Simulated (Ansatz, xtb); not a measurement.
## A geometry optimisation of CHBS with r2SCAN-D4/def2-SVP

The starting geometry of this gas-phase singlet has its atoms placed at random.

```csv
atom,x (Å),y (Å),z (Å)
C,-0.3895,-0.2709,0.1069
B,-0.0321,1.3895,-0.3261
S,0.8551,-1.4867,-0.1377
H,1.5025,0.8848,0.0260
```

Question: Guess where an optimisation with r2SCAN-D4/def2-SVP ends from this start.

Answer: It ends as `B=C=S`. Distances that change by over a tenth: C1–B2 (1.75 → 1.40 Å), C1–S3 (1.76 → 1.58 Å). Contacts that close: B2–H4 (1.65 → 1.18 Å).

The energy falls by 4.75 eV over 11 steps:

```json
{"step": "1", "E − E(last) (eV)": "4.749"}
{"step": "2", "E − E(last) (eV)": "2.946"}
{"step": "3", "E − E(last) (eV)": "1.807"}
{"step": "4", "E − E(last) (eV)": "1.288"}
{"step": "5", "E − E(last) (eV)": "0.958"}
{"step": "7", "E − E(last) (eV)": "0.325"}
{"step": "8", "E − E(last) (eV)": "0.056"}
{"step": "9", "E − E(last) (eV)": "0.001"}
{"step": "10", "E − E(last) (eV)": "0.000"}
{"step": "11", "E − E(last) (eV)": "0.000"}
```

Final geometry (Å):

```yaml
atoms:
  - { symbol: C, position_ang: [0.3558, -0.4555, -0.1224] }
  - { symbol: B, position_ang: [0.6551, 0.9073, -0.0301] }
  - { symbol: S, position_ang: [0.0188, -1.9945, -0.2261] }
  - { symbol: H, position_ang: [0.9063, 2.0594, 0.0476] }
```

From the same start GFN2-xTB reaches the same bonding as this run.

From so rough a start the end depends on the optimiser's path, so another program may land elsewhere. The end wasn't checked by frequencies. Run with Ansatz 0.2.0, 110 s on 1 thread of AMD EPYC (Zen 3) (shared host).
